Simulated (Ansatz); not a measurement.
Ansatz (a first-principles code) input (r2SCAN/def2-TZVP):

Ansatz 0.2 input:
```yaml
crystal:
  periodic: [false, false, false]
  atoms:
    - {symbol: C, position_ang: [0.04224489, -0.56967492, 0.04211330]}
    - {symbol: O, position_ang: [-0.04486502, 0.78779394, -0.03501777]}
    - {symbol: H, position_ang: [1.07433732, -0.94369547, -0.01301193]}
    - {symbol: H, position_ang: [-0.49479825, -0.99234206, 0.90297455]}
    - {symbol: H, position_ang: [-0.47408828, -0.94826445, -0.86250030]}
basis:
  gaussian:
    orbitals: def2-TZVP
hamiltonian:
  xc: {name: r2SCAN}
magnetization: {spin_polarized: true, initial_magnetization: 1}
relax: {f_tol: 0.003, max_steps: 100}
```

End of the output:

```
mean field: 0.20 GiB planned
mean field -3130.29561206 eV, -115.0362419526 hartree, gradient 2.2e-6 eV, S^2 0.755081; 0 other end points of the search recorded, 0 dependent functions left out
the calculation of the forces begins
reference -3130.29562064 eV, -115.0362422679 hartree; 9, 8 occupied and 71, 72 virtual orbitals, 463 factors
relax step   2: F+E_penalty+E_count = -3130.29561206 eV  Δ(F+E_penalty+E_count) = -3.476e-4 eV  max|allowed force component| = 1.160e-1 eV/Å  Δτ_max = 0.0020 Å  (51 SCF iters, accepted)
these checks for a lower state are left out or cut short: starts, cluster_reference, orbital_swaps, neighbouring_geometries, increment
integrals: 0.01 GiB planned
463 factors; their error is unknown
mean field: 0.20 GiB planned
mean field evaluation 64: about -3130.2958 eV, gradient 1.8e-5 eV
mean field -3130.29578191 eV, -115.0362481945 hartree, gradient 2.1e-6 eV, S^2 0.755113; 0 other end points of the search recorded, 0 dependent functions left out
the calculation of the forces begins
reference -3130.29579050 eV, -115.0362485101 hartree; 9, 8 occupied and 71, 72 virtual orbitals, 463 factors
relax step   3: F+E_penalty+E_count = -3130.29578191 eV  Δ(F+E_penalty+E_count) = -1.698e-4 eV  max|allowed force component| = 2.288e-2 eV/Å  Δτ_max = 0.0021 Å  (51 SCF iters, accepted)
these checks for a lower state are left out or cut short: starts, cluster_reference, orbital_swaps, neighbouring_geometries, increment
integrals: 0.01 GiB planned
463 factors; their error is unknown
mean field: 0.20 GiB planned
mean field -3130.29579202 eV, -115.0362485661 hartree, gradient 2.2e-6 eV, S^2 0.755114; 0 other end points of the search recorded, 0 dependent functions left out
the calculation of the forces begins
reference -3130.29580061 eV, -115.0362488817 hartree; 9, 8 occupied and 71, 72 virtual orbitals, 463 factors
relax step   4: F+E_penalty+E_count = -3130.29579202 eV  Δ(F+E_penalty+E_count) = -1.011e-5 eV  max|allowed force component| = 4.145e-3 eV/Å  Δτ_max = 0.0009 Å  (52 SCF iters, accepted)
these checks for a lower state are left out or cut short: starts, cluster_reference, orbital_swaps, neighbouring_geometries, increment
integrals: 0.01 GiB planned
463 factors; their error is unknown
mean field: 0.20 GiB planned
mean field evaluation 96: about -3130.2958 eV, gradient 2.5e-5 eV
mean field -3130.29579301 eV, -115.0362486024 hartree, gradient 2.2e-6 eV, S^2 0.755113; 0 other end points of the search recorded, 0 dependent functions left out
the calculation of the forces begins
reference -3130.29580160 eV, -115.0362489179 hartree; 9, 8 occupied and 71, 72 virtual orbitals, 463 factors
relax step   5: F+E_penalty+E_count = -3130.29579301 eV  Δ(F+E_penalty+E_count) = -9.874e-7 eV  max|allowed force component| = 5.278e-4 eV/Å  Δτ_max = 0.0002 Å  (53 SCF iters, accepted)
integrals: 0.01 GiB planned
463 factors; their error is unknown
mean field: 0.20 GiB planned
mean field evaluation 128: about -3130.2958 eV, gradient 1.6e-4 eV
mean field -3130.29579301 eV, -115.0362486024 hartree, gradient 2.2e-6 eV, S^2 0.755113; 5 other end points of the search recorded, 0 dependent functions left out
the calculation of the forces begins
reference -3130.29580160 eV, -115.0362489179 hartree; 9, 8 occupied and 71, 72 virtual orbitals, 463 factors
Total energy: -3130.29580160 eV, -115.0362489179 hartree
Atom 0 at     0.043209    -0.566400     0.043939 Å, force    -0.000157     0.000528    -0.000240 eV/Å
Atom 1 at    -0.045599     0.786062    -0.036367 Å, force     0.000128    -0.000156     0.000211 eV/Å
Atom 2 at     1.075799    -0.944842    -0.015060 Å, force    -0.000042    -0.000030     0.000045 eV/Å
Atom 3 at    -0.497244    -0.993609     0.903208 Å, force     0.000061    -0.000027    -0.000016 eV/Å
Atom 4 at    -0.473334    -0.947393    -0.861162 Å, force     0.000010    -0.000314     0.000000 eV/Å
Dipole moment:     0.002186    -0.421843    -0.018658 e Å
```

It need not be the lowest isomer of its formula.
